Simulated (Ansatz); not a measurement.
Results of PBEsol (plane waves, PAW; Ansatz, a quantum-chemistry and plane-wave program) for bcc K.

Settings: plane-wave cutoff 520 eV, 12×12×12 k mesh, Fermi–Dirac smearing 0.1 eV, perturbation theory, scalar-relativistic PAW data made under PBE.

The cell has the measured lattice parameters. Conventional cell: a = 5.3269 Å, b = 5.3269 Å, c = 5.3269 Å, α = 90.00°, β = 90.00°, γ = 90.00°.

Harmonic phonon frequencies (cm⁻¹; i marks an imaginary mode):

| q point | frequencies |
|---|---|
| H | 70 70 70 |
| N | … |
| P | 54 54 54 |

Q: Some entries are withheld; supply them.

A: 
- N, frequencies: 15 48 71

No imaginary mode appears at these points.

Note: the cell isn't this level's own, so it is under some stress, which shifts stiffness and frequencies.
